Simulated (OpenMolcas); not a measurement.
# NH (imidogen), step by step

Aim: the energy (UHF/6-31G*), then the energy (CASSCF(4,4)/6-31G*), then a single-point energy (CASPT2(4,4)/6-31G*), then a single-point energy (SC-NEVPT2(4,4)/6-31G*), then the energy (MRCI(4,4)/6-31G*) of NH (imidogen). 

The calculation is run with OpenMolcas 26.06.

**1. The molecule**

NH has 2 atoms, charge 0, and is taken as a triplet. As SMILES, `[NH]`. The N1–H2 distance was set to 1.813 Å, away from the relaxed value.

**2. A single-point energy at UHF/6-31G(d) (spherical functions) (run 1)**

The input, step1.inp:

```
&GATEWAY
 BasLib=$CurrDir
 Coord
 2
 angstrom
 N        0.000000       0.000000      -0.777190
 H        0.000000       0.000000       1.036210
 Basis=6-31Gs
 Group=NoSym

&SEWARD

&SCF
 UHF
 Spin=3
 Scramble=0.25
 PrOrbitals=1 1
```

The basis set 6-31G* is read from a file made from the Basis Set Exchange's data (not shown).

Command:

```
$ export MOLCAS_MEM=1860
$ pymolcas step1.inp > step1.log
```

The program printed, shortened:

```text
--- Start Module: gateway ---
[...]
--- Stop Module: gateway /rc=_RC_ALL_IS_WELL_ ---
--- Start Module: seward ---
[...]
      Basis functions           16
--- Stop Module: seward /rc=_RC_ALL_IS_WELL_ ---
--- Start Module: scf ---
[...]
       Convergence after  16 Iterations
[...]
::    Total SCF energy                                -54.8851449057
[...]
      Total spin, S                                     1.2415033264
[...]
      Total electronic charge=    8.000000
      Total            charge=   -0.000000
[...]
      Dipole Moment (debye):
      Origin of the operator (angstrom)=    0.0000    0.0000   -0.6554
                   X=  1.0867E-07               Y= -1.9399E-07               Z=  2.0309E-01           Total=  2.0309E-01
      Quadrupole Moment (debye*angstrom):
[...]
--- Stop Module: scf /rc=_RC_ALL_IS_WELL_ ---
[...]
```

Wall time 1.9 s (1 thread of Arm Neoverse V1, shared host); peak memory 0.37 GiB.

**3. The energy at CASSCF(4,4)/6-31G(d) (spherical functions) (run 2)**

The input, step2.input:

```
* HN CASSCF
>>> EXPORT MOLCAS_PRINT=2
&gateway
baslib=$CurrDir
coord
2
angstrom
N        0.000000       0.000000      -0.777190
H        0.000000       0.000000       1.036210
basis=6-31Gs
group=NoSym
&seward
&rasscf
fileorb=$CurrDir/step1.UnaOrb
spin=3
nactel=4 0 0
inactive=2
ras2=4
orblisting=Nothing
orbappear=Compact
```

The basis set 6-31G* is read from a file made from the Basis Set Exchange's data (not shown).

Command:

```
$ export MOLCAS_MEM=1860
$ pymolcas step2.input > step2.log
```

The program printed, shortened:

```text
--- Start Module: gateway ---
[...]
--- Stop Module: gateway /rc=_RC_ALL_IS_WELL_ ---
--- Start Module: seward ---
[...]
      Basis functions           16
--- Stop Module: seward /rc=_RC_ALL_IS_WELL_ ---
--- Start Module: rasscf ---
[...]
      Number of active orbitals                  4
[...]
      Spin quantum number                      1.0
[...]
      Active orbitals                            4
[...]
      Number of CSFs                            15
[...]
      Number of root(s) required                 1
[...]
      Convergence after  9 iterations
[...]
      printout of CI-coefficients larger than  0.05 for root  1
      energy=     -54.899549
      conf/sym  1111     Coeff  Weight
             1  2uu0  -0.88094 0.77605
             6  uduu   0.22175 0.04917
             9  uudu  -0.12803 0.01639
            10  uuud  -0.18105 0.03278
            15  0uu2   0.35441 0.12561
      Natural orbitals and occupation numbers for root  1
      sym 1:   1.650446   1.000000   1.000000   0.349554
      ************************************************************************************************************************
      *                                                    Final results                                                     *
[...]
::    RASSCF root number  1 Total energy:    -54.89954876
[...]
      Total electronic charge=    8.000000
      Total            charge=   -0.000000
[...]
      Dipole Moment (debye):
      Origin of the operator (angstrom)=    0.0000    0.0000   -0.6554
                   X=  2.3925E-10               Y=  2.2209E-09               Z=  3.6553E-01           Total=  3.6553E-01
      Quadrupole Moment (debye*angstrom):
[...]
--- Stop Module: rasscf /rc=_RC_ALL_IS_WELL_ ---
[...]
```

Run time: 1.8 s. Hardware: 1 thread of Arm Neoverse V1, shared host; peak memory 0.37 GiB.

**4. A single-point energy at CASPT2(4,4)/6-31G(d) (spherical functions) (run 3)**

The input, step3.inp:

```
>>> EXPORT MOLCAS_PRINT=2
&GATEWAY
BasLib
$CurrDir
Coord
2
angstrom
N        0.000000       0.000000      -0.777190
H        0.000000       0.000000       1.036210
Basis
6-31Gs
Group
NoSym
&SEWARD
&RASSCF
FileOrb
$CurrDir/step2.RasOrb
Spin
3
Nactel
4 0 0
Inactive
2
Ras2
4
OrbListing
Nothing
OrbAppear
Compact
&CASPT2
Imaginary
0.1
Frozen
1
```

The basis set 6-31G* is read from a file made from the Basis Set Exchange's data (not shown).

Command:

```
$ export MOLCAS_MEM=1860
$ pymolcas step3.inp > step3.log
```

The program printed, shortened:

```text
--- Start Module: gateway ---
[...]
--- Stop Module: gateway /rc=_RC_ALL_IS_WELL_ ---
[...]
      Basis functions           16
[...]
--- Start Module: rasscf ---
[...]
      Number of active orbitals                  4
[...]
      Spin quantum number                      1.0
[...]
      Active orbitals                            4
[...]
      Number of CSFs                            15
[...]
      Number of root(s) required                 1
[...]
      Convergence after  4 iterations
[...]
      printout of CI-coefficients larger than  0.05 for root  1
      energy=     -54.899549
      conf/sym  1111     Coeff  Weight
             1  2uu0  -0.88094 0.77605
             6  uduu   0.22175 0.04917
             9  uudu  -0.12803 0.01639
            10  uuud  -0.18105 0.03278
            15  0uu2   0.35441 0.12561
      Natural orbitals and occupation numbers for root  1
      sym 1:   1.650446   1.000000   1.000000   0.349554
      ************************************************************************************************************************
      *                                                    Final results                                                     *
[...]
::    RASSCF root number  1 Total energy:    -54.89954876
[...]
      Total electronic charge=    8.000000
      Total            charge=   -0.000000
[...]
      Dipole Moment (debye):
      Origin of the operator (angstrom)=    0.0000    0.0000   -0.6554
                   X=  1.4610E-10               Y=  1.3698E-09               Z=  3.6553E-01           Total=  3.6553E-01
      Quadrupole Moment (debye*angstrom):
[...]
--- Stop Module: rasscf /rc=_RC_ALL_IS_WELL_ ---
--- Start Module: caspt2 ---
[...]
 ###    WARNING: User changed nr of frozen orbitals.                         ###
 ###############################################################################
[...]
      E2 (Variational):          -0.0818294989
      Total energy:             -54.9813782626
[...]
      Reference weight:           0.97439
[...]
::    CASPT2 Root  1     Total energy:    -54.98137826
[...]
--- Stop Module: caspt2 /rc=_RC_ALL_IS_WELL_ ---
[...]
```

Run time: 1.9 s. Hardware: 1 thread of Arm Neoverse V1, shared host; peak memory 0.37 GiB.

**5. A single-point energy at SC-NEVPT2(4,4)/6-31G(d) (spherical functions) (run 4)**

The input, step4.input:

```
* HN NEVPT2
>>> EXPORT MOLCAS_PRINT=2

&gateway
  baslib
  $CurrDir
  coord
  2
  angstrom
  N        0.000000       0.000000      -0.777190
  H        0.000000       0.000000       1.036210
  basis
  6-31Gs
  group
  NoSym

&seward

&rasscf
  fileorb
  $CurrDir/step2.RasOrb
  spin
  3
  nactel
  4 0 0
  inactive
  2
  ras2
  4
  orblisting
  Nothing
  orbappear
  Compact

&caspt2
  sc-nevpt2
  frozen
  1
```

The basis set 6-31G* is read from a file made from the Basis Set Exchange's data (not shown).

Command:

```
$ export MOLCAS_MEM=1860
$ pymolcas step4.input > step4.log
```

The program printed, shortened:

```text
--- Start Module: gateway ---
[...]
--- Stop Module: gateway /rc=_RC_ALL_IS_WELL_ ---
[...]
      Basis functions           16
[...]
--- Start Module: rasscf ---
[...]
      Number of active orbitals                  4
[...]
      Spin quantum number                      1.0
[...]
      Active orbitals                            4
[...]
      Number of CSFs                            15
[...]
      Number of root(s) required                 1
[...]
      Convergence after  4 iterations
[...]
      printout of CI-coefficients larger than  0.05 for root  1
      energy=     -54.899549
      conf/sym  1111     Coeff  Weight
             1  2uu0  -0.88094 0.77605
             6  uduu   0.22175 0.04917
             9  uudu  -0.12803 0.01639
            10  uuud  -0.18105 0.03278
            15  0uu2   0.35441 0.12561
      Natural orbitals and occupation numbers for root  1
      sym 1:   1.650446   1.000000   1.000000   0.349554
      ************************************************************************************************************************
      *                                                    Final results                                                     *
[...]
::    RASSCF root number  1 Total energy:    -54.89954876
[...]
      Total electronic charge=    8.000000
      Total            charge=   -0.000000
[...]
      Dipole Moment (debye):
      Origin of the operator (angstrom)=    0.0000    0.0000   -0.6554
                   X=  1.4610E-10               Y=  1.3698E-09               Z=  3.6553E-01           Total=  3.6553E-01
      Quadrupole Moment (debye*angstrom):
[...]
--- Stop Module: rasscf /rc=_RC_ALL_IS_WELL_ ---
--- Start Module: caspt2 ---
[...]
 ###    WARNING: User changed nr of frozen orbitals.                         ###
 ###############################################################################
[...]
      E2 (Variational):          -0.0783314540
[...]
      E2 (Variational):          -0.0781426209
      Total energy:             -54.9776913845
[...]
      Reference weight:           0.97690
[...]
::    SC-NEVPT2 Root  1     Total energy:    -54.97769138
[...]
--- Stop Module: caspt2 /rc=_RC_ALL_IS_WELL_ ---
[...]
```

Run time: 1.8 s. Hardware: 1 thread of Arm Neoverse V1, shared host; peak memory 0.37 GiB.

**6. The energy at MRCI(4,4)/6-31G(d) (spherical functions) (run 5)**

The input, step5.inp:

```
* HN MRCI
>>> EXPORT MOLCAS_PRINT=2

&GATEWAY
  BasLib=$CurrDir
  Coord
  2
  angstrom
  N        0.000000       0.000000      -0.777190
  H        0.000000       0.000000       1.036210
  Basis=6-31Gs
  Group=NoSym

&SEWARD

&RASSCF
  FileOrb=$CurrDir/step2.RasOrb
  Spin=3
  Nactel=4 0 0
  Inactive=2
  Ras2=4
  OrbListing=Nothing
  OrbAppear=Compact

&MOTRA
  LumOrb
  Frozen=1

&GUGA
  Electrons=6
  Spin=3
  Inactive=1
  Active=4
  CIAll=1

&MRCI
  SDCI
```

The basis set 6-31G* is read from a file made from the Basis Set Exchange's data (not shown).

Command:

```
$ export MOLCAS_MEM=1860
$ pymolcas step5.inp > step5.log
```

The program printed, shortened:

```text
--- Start Module: gateway ---
[...]
--- Stop Module: gateway /rc=_RC_ALL_IS_WELL_ ---
[...]
      Basis functions           16
[...]
      Number of active orbitals                  4
[...]
      Spin quantum number                      1.0
[...]
      Active orbitals                            4
[...]
      Number of CSFs                            15
[...]
      Number of root(s) required                 1
[...]
      Convergence after  4 iterations
[...]
      printout of CI-coefficients larger than  0.05 for root  1
      energy=     -54.899549
      conf/sym  1111     Coeff  Weight
             1  2uu0  -0.88094 0.77605
             6  uduu   0.22175 0.04917
             9  uudu  -0.12803 0.01639
            10  uuud  -0.18105 0.03278
            15  0uu2   0.35441 0.12561
      Natural orbitals and occupation numbers for root  1
      sym 1:   1.650446   1.000000   1.000000   0.349554
      ************************************************************************************************************************
      *                                                    Final results                                                     *
[...]
::    RASSCF root number  1 Total energy:    -54.89954876
[...]
      Dipole Moment (debye):
      Origin of the operator (angstrom)=    0.0000    0.0000   -0.6554
                   X=  1.4610E-10               Y=  1.3698E-09               Z=  3.6553E-01           Total=  3.6553E-01
      Quadrupole Moment (debye*angstrom):
[...]
      *** WARNING: Default frozen orbitals is overwritten by user input.
      *** Default values:   1
[...]
--- Start Module: guga ---
[...]
--- Stop Module: guga /rc=_RC_ALL_IS_WELL_ ---
--- Start Module: mrci ---
[...]
       (But an ACPF correction will be computed)
       USE THE DEFAULT ACPF G-VALUE GFAC=  0.33333333333333331
[...]
                      CI ENERGY:   -54.99282974
[...]
                ACPF CORRECTION:    -0.00210276
[...]
      Total electronic charge=    8.000000
      Total            charge=   -0.000000
[...]
     ACPF CORRECTION:     -0.00210276
[...]
  CI State   1     Total energy:    -54.99282974     QDav:     -0.00319009     QACPF:     -0.00210276
[...]
--- Stop Module: mrci /rc=_RC_ALL_IS_WELL_ ---
[...]
```

Run time: 1.9 s. Hardware: 1 thread of Arm Neoverse V1, shared host; peak memory 0.37 GiB.

**7. Results**

```
                                                    quantity         value
                             run 1, UHF/6-31G*: total energy  -54.88514 Eh
                            run 1, UHF/6-31G*: dipole moment        0.20 D
       run 1, UHF/6-31G*: HOMO energy (highest over α and β)     -12.98 eV
        run 1, UHF/6-31G*: LUMO energy (lowest over α and β)       3.31 eV
                                     run 1, UHF/6-31G*: ⟨S²⟩         2.783
                     run 2, CASSCF(4,4)/6-31G*: total energy  -54.89955 Eh
   run 2, CASSCF(4,4)/6-31G*: dipole moment (CASSCF density)        0.37 D
                     run 3, CASPT2(4,4)/6-31G*: total energy  -54.98138 Eh
   run 3, CASPT2(4,4)/6-31G*: dipole moment (CASSCF density)        0.37 D
                  run 4, SC-NEVPT2(4,4)/6-31G*: total energy  -54.97769 Eh
run 4, SC-NEVPT2(4,4)/6-31G*: dipole moment (CASSCF density)        0.37 D
                       run 5, MRCI(4,4)/6-31G*: total energy  -54.99283 Eh
     run 5, MRCI(4,4)/6-31G*: dipole moment (CASSCF density)        0.37 D
```

In words: ⟨S²⟩ (run 1, UHF/6-31G*) is 2.78 where a pure triplet has 2.00: the reference is spin-contaminated.
